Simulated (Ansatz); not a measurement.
Relaxation of C₅H₇N (13 atoms, charge 0, multiplicity 1), to a largest force component of 0.015 eV/Å in at most 40 steps.

The calculation used RKS B3LYP/def2-mTZVP (Ansatz).

```xyz
13
Properties=species:S:1:pos:R:3
C 0.212 -0.194 -2.674
C 0.293 -0.097 -1.493
C 0.436 -0.027 -0.048
N 1.354 1.141 0.304
C -0.869 0.101 0.606
C -1.404 -0.762 1.476
H 0.068 -0.188 -3.739
H 1.019 -0.917 0.305
H 1.479 1.118 1.348
H 2.179 1.046 -0.140
H -1.450 1.004 0.400
H -2.364 -0.597 1.929
H -0.933 -1.663 1.741
```

Where does it end, and by what steps?

It converged. After 8 steps the energy has fallen by 0.376 eV; H8 moved furthest, 0.15 Å.

```
step  energy less start (eV)  largest force component (eV/Å)  accepted
   0                  0.0000                           4.609       yes
   1                 -0.3223                           1.240       yes
   2                 -0.3643                           0.272       yes
   3                 -0.3684                           0.209       yes
   4                 -0.3728                           0.119       yes
   5                 -0.3753                           0.092       yes
   6                 -0.3760                           0.030       yes
   7                 -0.3760                           0.033       yes
   8                 -0.3760                           0.011       yes
```

```xyz
13
Properties=species:S:1:pos:R:3
C 0.214 -0.155 -2.687
C 0.321 -0.091 -1.493
C 0.458 -0.028 -0.034
N 1.294 1.132 0.333
C -0.893 0.118 0.628
C -1.397 -0.756 1.488
H 0.114 -0.208 -3.744
H 0.891 -0.986 0.292
H 1.507 1.086 1.326
H 2.176 1.099 -0.172
H -1.433 1.022 0.365
H -2.366 -0.605 1.949
H -0.866 -1.662 1.762
```

Whether the end is a true minimum wasn't checked by a vibrational analysis.

The run took 21 s on 2 threads of AMD EPYC 9R45 96-Core Processor (Zen 5), with other jobs on the host, peak memory 0.34 GiB.
